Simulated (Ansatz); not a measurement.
The cluster P₅⁺: single points at one geometry.

```yaml
crystal:
  periodic: [false, false, false]
  atoms:
    - {symbol: P, position_ang: [0.369615, -0.978140, 0.054158]}
    - {symbol: P, position_ang: [-0.403129, 0.231379, 1.968608]}
    - {symbol: P, position_ang: [-1.840359, -0.370247, 0.743804]}
    - {symbol: P, position_ang: [0.222696, 0.247651, -1.995410]}
    - {symbol: P, position_ang: [1.651167, 0.869367, -0.771160]}
basis:
  gaussian: {orbitals: def2-TZVP, initial_orbitals: start.molden}
total_charge: 1
hamiltonian: {xc: pbe, dispersion: d4}
scf: {omitted_lower_state_checks: [starts]}
output: {forces: true, orbitals: {seedname: orbitals}}
```

The file start.molden holds the orbitals of an earlier run on this structure, at another level or in another basis.

```sh
$ ansatz run in.yaml --threads 4 --pin off --events-out ev --progress --plain --max-ram 8704MiB
```

Output, abridged:

```
Functional definition: PBE
1350 factors; their error is unknown
mean field evaluation 1: about -46416.2789 eV, gradient 1.5e1 eV
mean field evaluation 2: about -46416.4079 eV, gradient 2.0e-1 eV
mean field evaluation 4: about -46416.3961 eV, gradient 3.8e-4 eV
mean field -46416.39611608 eV, -1705.7710951028 hartree, gradient 2.2e-5 eV, S^2 0.000000; 0 other end points of the search recorded, 0 dependent functions left out
reference -46416.39615133 eV, -1705.7710963982 hartree; 37, 37 occupied and 148, 148 virtual orbitals, 1350 factors
Total energy: -46416.75489372 eV, -1705.7842799378 hartree
Atom 0 at     0.369615    -0.978140     0.054158 Å, force    -0.183895     0.495311    -0.025754 eV/Å
Atom 1 at    -0.403129     0.231379     1.968608 Å, force     0.191573    -0.073196    -0.118568 eV/Å
Atom 2 at    -1.840359    -0.370247     0.743804 Å, force     0.127205    -0.105036    -0.170900 eV/Å
Atom 3 at     0.222696     0.247651    -1.995410 Å, force    -0.106669    -0.170688     0.123827 eV/Å
Atom 4 at     1.651167     0.869367    -0.771160 Å, force    -0.028214    -0.146391     0.191394 eV/Å
Dipole moment:    -0.050598     0.134160    -0.007482 e Å
Checks for a lower state left out: starts
```

Hardware: 4 threads of Arm Neoverse V2 on a shared host. Wall time 1.6 s.

First input, but with `gaussian: {orbitals: def2-TZVPP, initial_orbitals: start.molden}`, `correlation: {method: ccsd_t}`, `output: {orbitals: {seedname: orbitals}}` and without the key `hamiltonian` (abridged; 26 s):

```
Functional definition: HF
mean field -46352.96268405 eV, -1703.4399594721 hartree, gradient 5.8e-6 eV, S^2 0.000000; unrestricted orbitals would lower it
mean field evaluation 16: about -46353.2291 eV, gradient 1.7e-1 eV
25 core orbitals not correlated: weight in the atoms' cores, before any rotation towards them, 1.000 or more for the frozen orbitals, at most 0.000 for the correlated occupied ones
second order -19.42380709 eV of doubles, -0.00000000 eV of singles
cycle   1  -19.04126196 eV  change    3.8e-1 eV  update   1.7e-1
cycle   2  -19.87330951 eV  change   -8.3e-1 eV  update   5.7e-2
cycle   3  -20.06168362 eV  change   -1.9e-1 eV  update   2.5e-2
cycle   4  -20.04949753 eV  change    1.2e-2 eV  update   6.6e-3
cycle   5  -20.05244639 eV  change   -2.9e-3 eV  update   3.6e-3
cycle   6  -20.05255683 eV  change   -1.1e-4 eV  update   1.1e-3
cycle   7  -20.05160354 eV  change    9.5e-4 eV  update   5.6e-4
cycle   8  -20.05177673 eV  change   -1.7e-4 eV  update   2.3e-4
cycle   9  -20.05180191 eV  change   -2.5e-5 eV  update   8.2e-5
cycle  10  -20.05172186 eV  change    8.0e-5 eV  update   2.9e-5
cycle  11  -20.05172828 eV  change   -6.4e-6 eV  update   1.3e-5
perturbative correction -1.64723918 eV, -0.0605349233 hartree
Total energy: -46374.66165151 eV, -1704.2373818182 hartree
Checks for a lower state left out: starts
```

As the first input, with `hamiltonian: {xc: pbe0, dispersion: d4}`, `output: {orbitals: {seedname: orbitals}}` (abridged; 2.5 s):

```
Functional definition: PBE0
mean field -46419.51437549 eV, -1705.8856890224 hartree, gradient 1.8e-5 eV, S^2 0.000000
Total energy: -46419.82221090 eV, -1705.8970017651 hartree
Checks for a lower state left out: starts
```

First input, but with `hamiltonian: {xc: {name: PBE-QIDH}}` and without the key `output` (abridged; 3.4 s):

```
Functional definition: PBE-QIDH
mean field -46399.87383663 eV, -1705.1639125320 hartree, gradient 6.1e-6 eV, S^2 0.000000; unrestricted orbitals would lower it
25 core orbitals not correlated: weight in the atoms' cores, before any rotation towards them, 1.000 or more for the frozen orbitals, at most 0.000 for the correlated occupied ones
second order -22.43249815 eV of doubles, -0.00000000 eV of singles
Total energy: -46407.35134693 eV, -1705.4387059670 hartree
Checks for a lower state left out: starts
```

As the first input, with `hamiltonian: {xc: r2scan, dispersion: d4}`, `output: {orbitals: {seedname: orbitals}}` (abridged; 2.9 s):

```
Functional definition: r2SCAN
mean field -46433.59208627 eV, -1706.4030353515 hartree, gradient 1.9e-5 eV, S^2 0.000000
Total energy: -46433.66734511 eV, -1706.4058010626 hartree
Checks for a lower state left out: starts
```

The first input with `hamiltonian: {xc: lda}`, `output: {orbitals: {seedname: orbitals}}` (abridged; 0.75 s):

```
Functional definition: SPW92
mean field -46266.96505447 eV, -1700.2796048765 hartree, gradient 1.4e-5 eV, S^2 0.000000
Total energy: -46266.96508792 eV, -1700.2796061057 hartree
Checks for a lower state left out: starts
```

Geometry: B3LYP-D4/def2-SVP.

Correlated methods freeze 25 core orbitals. The restricted singlet is unstable towards broken spin symmetry at other levels; at PBE-D4/def2-TZVP, PBE0-D4/def2-TZVP, r2SCAN-D4/def2-TZVP, LDA (SPW92)/def2-TZVP this wasn't settled. At CCSD(T)/def2-TZVPP, PBE-QIDH/def2-TZVP the restricted singlet (for correlated methods, its reference) is unstable: a solution with broken spin symmetry lies lower. Another isomer (singlet) lies 1.78 eV lower at PBE0-D4/def2-TZVP; other spin states weren't run for this one.
